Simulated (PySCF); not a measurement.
Unknown compound

Molecular formula: C3FN. Simulated spectra:

¹³C{¹H} NMR (computed): δ 109.3 (d, J = 16.5 Hz), 93.4 (d, J = 424.7 Hz), 11.5 (d, J = 42.5 Hz).

- geometry from GFN2-xTB
- J couplings at B3LYP/pcJ-1
- σ from GIAO-PBE0/pcSseg-1
- program: PySCF
- one computed conformer, no relativistic terms, no solvent

Referencing at the same level of theory: ¹³C (σ = 186.93 ppm) against TMS.

Q: Deduce the structure.

A: 
- Rings plus π bonds: 4 (no ring in the answer).
- 3 carbon signals for 3 carbons: no two carbons are equivalent.
- Carbon types of the structure: 3 × C.
- δC 109.3: nitrile carbon; C≡N carbons fall here, among the sp2 signals but without a proton.
- δC 93.4, 11.5: alkyne carbon; sp carbons lie upfield of alkene carbons because the cylindrical π system leaves one tensor component strongly shielded.

These data were computed for `N#CC#CF`.

The data come from this structure; uniqueness wasn't tested.

Common functionals overestimate the size of one-bond C–F couplings by tens of Hz; these are unscaled. Shifts are as computed. Against solution values, carbons near 30 ppm lie about +3 ppm off and those near 130 ppm about +5 ppm. Of 1211 compounds with measured shifts, 218 miss one by over three times the rms of a fit or turn the order of signals round; such compounds aren't used in these exercises.
